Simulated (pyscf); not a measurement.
Structures and frequencies: ωB97X-D3(BJ)/def2-SVP in PySCF. MP2 and CC: frozen core, UHF for open shells. ΔMP2 is the change of the MP2 total energy from the triple- to the quadruple-zeta basis.

Q: PBE/def2-TZVP puts the barrier of H₂C=NH (SMILES C=N) + HC≡CH (SMILES C#C) -> H₂C=CH–CH=NH (SMILES C=CC=N) (addition across a multiple bond or ene-type step; singlet surface; C–H broken, C–C, C–H formed) at 48.6 kcal/mol and the reaction energy at -50.0 kcal/mol, from the separated reactants. What do r²SCAN/def2-TZVP, B3LYP-D3(BJ)/def2-TZVP, CCSD(T)/def2-TZVPP + ΔMP2(QZVPP) give on the same structures?

A: r²SCAN: ΔE‡ = 52.8 kcal/mol, ΔE = -51.0 kcal/mol; B3LYP-D3(BJ): ΔE‡ = 61.7 kcal/mol, ΔE = -48.0 kcal/mol; CCSD(T): ΔE‡ = 64.2 kcal/mol, ΔE = -45.0 kcal/mol. PBE's barrier lies under all of them, by 4.2 to 15.6 kcal/mol. Its reaction energy lies among theirs. Low barriers are usual for a GGA, whose delocalisation error favours stretched bonds. On the reactant side the descent ends in a complex (not fully relaxed), 4.2 kcal/mol under the separated species and 72.0 kcal/mol under the saddle at ωB97X-D3(BJ)/def2-TZVP. At ωB97X-D3(BJ) the barrier from the zero used here is 67.8 kcal/mol. H₂C=CH–CH=NH lies 21.4 kcal/mol over its isomer H₃C–CH₂–C≡N, and others may lie lower still (electronic energy, ωB97M-D3(BJ)). This is the saddle that the search found; another between the same sides may lie lower. A restricted solution here is unstable towards spin polarisation, so biradical character is likely and single-reference numbers are less safe. The CCSD(T) − MP2 part came from Ansatz, without density fitting, on the same reference. The largest closed-shell T1 diagnostic is 0.041, which may signal static correlation.
